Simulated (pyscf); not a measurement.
PySCF, gas phase, ωB97X-D3(BJ)/def2-SVP geometries.

Task: What is the homolytic dissociation enthalpy (298 K, ωB97M-D3(BJ)/def2-TZVP) of the C–O bond of H₃C–CH₂–O–Sn(OH)(OH)–OH (SMILES CC[O][Sn]([OH])([OH])[OH]), to •H₂C–CH₃ + •O–Sn(OH)(OH)–OH?

Result: C–O to •H₂C–CH₃ + •O–Sn(OH)(OH)–OH: 4.08 eV. The 7 functionals that were run give +3.79 (r²SCAN) to +4.21 eV (M06-2X). Other isomers of •H₂C–CH₃, •O–Sn(OH)(OH)–OH were not searched in full and may lie lower. Elements past Kr carry the def2 core potentials, without spin-orbit coupling.
